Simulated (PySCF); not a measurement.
# Frontier orbitals and the lowest excitations

C₅H₇N.
Cartesian coordinates in Å at the GFN2-xTB level; atoms count from 1:
```xyz
13
C5H7N angstrom
C      3.2325   -0.1941   -0.1983
C      2.0437   -0.3299   -0.1817
C      0.6036   -0.4497   -0.1643
C     -0.0845    0.8890   -0.2964
N     -1.3193    1.1076   -0.3131
C     -2.2727    0.0397   -0.2068
H      4.2761   -0.0921   -0.2116
H      0.2861   -0.9222    0.7735
H      0.2750   -1.1000   -0.9843
H      0.5610    1.7552   -0.3897
H     -2.3196   -0.5208   -1.1445
H     -2.0373   -0.6670    0.5961
H     -3.2491    0.4847   -0.0191
```

Method used: TDDFT PBE0/def2-SVPD, vertical, gas phase, core orbitals frozen in the response in PySCF.

Kohn–Sham orbitals with the atoms that hold most of them (Löwdin shares over 4%, at most four atoms; ? is withheld):

```
orbital  ε (eV)                           atoms
 LUMO+2    0.98  C1 30%, C2 27%, H7 11%, C3 10%
 LUMO+1    0.56  C6 17%, C3 16%, C2 10%, H9 10%
   LUMO       ?  C4 34%, N5 33%, C3 10%, H10 5%
   HOMO   -7.04                               ?
 HOMO-1   -7.99                               ?
 HOMO-2   -8.34    C2 39%, C1 38%, N5 8%, C3 5%
 HOMO-3   -8.71   N5 33%, C4 26%, C6 11%, C2 7%
```

Task: Give the leading atoms of the HOMO.

Result: N5 (bonded to 2 C) 52%; C4 (bonded to C, N and H) 11%; C6 (bonded to N and 3 H) 10%; C3 (bonded to 2 C and 2 H) 7%. By element: nitrogen 52%, carbon 28% or more.

Task: Give the leading atoms of the HOMO-1.

Result: C1 (bonded to C and H) 37%; C2 (bonded to 2 C) 34%; C3 (bonded to 2 C and 2 H) 8%; N5 (bonded to 2 C) 6%. By element: carbon 79% or more, nitrogen 6%.

Task: What is the LUMO energy, and the HOMO–LUMO gap?

Result: ε(LUMO) = -0.31 eV; the gap is 6.74 eV (0.2475 hartree).

Task: How does S1 compare with the orbital gap of 6.74 eV?

Result: S1 is at 4.81 eV (f = 0.0011), 1.93 eV below the gap, made of HOMO→LUMO (98%). 

Task: One configuration dominates each of S1, S2 and S4. Which, and how do the shares of the two leading atoms of either orbital change from the occupied to the empty one?

Result: 
- S1 (4.81 eV, f 0.0011), HOMO→LUMO (98%): N5 52% → 33%, C4 11% → 34%
- S2 (6.50 eV, f 0.0061), HOMO→LUMO+1 (96%): N5 52% → at most 11%, C4 11% → at most 11%, C6 10% → 17%, C3 7% → 16%
- S4 (6.65 eV, f 0.0083), HOMO-1→LUMO (92%): C1 37% → at most 6%, C2 34% → at most 6%, C4 at most 6% → 34%, N5 6% → 33%

The run took 18 s on Arm Neoverse V1, one thread, no GPU, shared host, and the process peaked at 0.73 GiB of memory.

One conformer stands for the species.
